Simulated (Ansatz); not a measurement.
[Cl···H···NH], triplet: reading a ladder of total energies

Geometry: a point of a hydrogen-transfer path between rigid fragments, not a stationary point.

```xyz
4

Cl   -0.8041    0.0197    0.0000
H     0.4747    0.0197    0.0000
N     1.8489    0.0197    0.0000
H     2.1179   -0.9846    0.0000
```

Basis cc-pVDZ; Ansatz 0.2.0. Correlated methods freeze the noble-gas cores, which leaves 14 electrons in 36 orbitals. Prefix R: restricted or restricted open-shell reference; prefix U: unrestricted.

Full CI isn't at hand for all of this; UCCSDT(Q) serves as the reference, and is uncertain by about the last step of the cluster series.

Runs differ by some tens of microhartree through their thresholds and, for an open shell, their frozen cores, so steps under 0.03 kcal/mol mean nothing.

```json
{"level": "UHF", "total energy (hartree)": "-515.027926"}
{"level": "UMP2", "total energy (hartree)": "-515.289941"}
{"level": "UCCSD", "total energy (hartree)": "-515.324123"}
{"level": "UCCSD(T)", "total energy (hartree)": "-515.329442"}
{"level": "UCCSDT", "total energy (hartree)": "-515.330104"}
{"level": "UCCSDT(Q)", "total energy (hartree)": "-515.330558"}
```

Question: What is the correlation energy at UCCSDT(Q), and what share of it do UMP2 and UCCSDT recover?

Answer: E(corr) = -515.330558 − (-515.027926) = -0.302632 hartree = -8.235 eV. UMP2: -0.262015 / -0.302632 = 86.58 %. UCCSDT: -0.302178 / -0.302632 = 99.85 %.

Question: By how many kcal/mol does UCCSD(T) miss UCCSDT(Q) (1 hartree = 627.509 kcal/mol), and which steps make up the rest?

Answer: -515.329442 − (-515.330558) = 0.001116 hartree = 0.70 kcal/mol. Steps: UCCSDT − UCCSD(T) = -0.42, UCCSDT(Q) − UCCSDT = -0.28 kcal/mol. That is within 1 kcal/mol of the reference in this basis, which itself misses far more of the correlation at the basis-set limit.
